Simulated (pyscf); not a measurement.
## Hydrogen abstraction: [HN=Si–NH₂]• (SMILES N=[Si]N) + H₂ (SMILES [H][H]) → HN=SiH–NH₂ (SMILES N=[SiH]N) + H• (SMILES [H])

Gas phase, doublet surface, charge 0. Bonds broken: H4–H5. Bonds formed: Si2–H5. Single points on ωB97X-D3(BJ)/def2-SVP structures (PySCF, gas phase).

Transition state (Å):

```xyz
8

N      1.1653    -1.6918     1.5737
Si     0.4006    -0.5443     0.7974
H      0.9520    -2.1484     2.4524
H      1.3188     0.4346    -1.5977
H      0.9655    -0.0063    -0.5844
N     -1.0180     0.3500     1.0980
H     -1.3604     1.0659     0.4668
H     -1.6021     0.2248     1.9177
```

One imaginary mode, 1113i cm⁻¹; descent along it reached the two sides named.

```
bond    change  reactant side (Å)  saddle  product side
------  ------  -----------------  ------  ------------
H4–H5   breaks              0.761   1.160           3.4
Si2–H5   forms                3.3   1.587         1.477
```

Electronic energies relative to the separated reactants (kcal/mol):

```tsv
level	barrier	reaction energy	reverse barrier
ωB97X-D3(BJ)/def2-TZVP	23.8	+18.4	5.4
PBE/def2-TZVP	23.5	+23.1	0.4
r²SCAN/def2-TZVP	23.3	+23.5	-0.2
B3LYP-D3(BJ)/def2-TZVP	24.8	+24.1	0.7
PBE0-D3(BJ)/def2-TZVP	22.5	+20.1	2.4
M06-2X/def2-TZVP	27.2	+21.0	6.3
ωB97M-D3(BJ)/def2-TZVP	24.9	+19.5	5.5
HF/def2-TZVP	28.0	+13.2	14.9
```

With ωB97M-D3(BJ)/def2-TZVP energies and thermal terms (ideal gas, 1 atm, RRHO with modes under 100 cm⁻¹ raised to 100, one conformer, R ln 2 for chiral ones without a mode under 150 cm⁻¹), in kcal/mol:

```tsv
T (K)	ΔH‡	ΔG‡	ΔH	ΔG
298	22.5	30.3	+18.6	+20.1
600	22.3	38.3	+18.6	+21.7
900	22.6	46.2	+19.1	+23.2
1200	23.2	54.0	+19.7	+24.5
```

At r²SCAN this geometry lies under the product side: in single points on another level's saddle the reverse barrier vanishes, and the forward threshold there is about the reaction energy. The same reactants have a lower exit, to H₂N–Si:–NH₂ [singlet] + H• (barrier +12.3 kcal/mol at ωB97M-D3(BJ)/def2-TZVP, against +24.9 kcal/mol here). HN=SiH–NH₂ lies 20.7 kcal/mol over its isomer H₂N–Si:–NH₂ [singlet] (electronic energy, ωB97M-D3(BJ)/def2-TZVP). One saddle was located; it need not be the lowest between these sides. The angle at the transferred H is 176°.
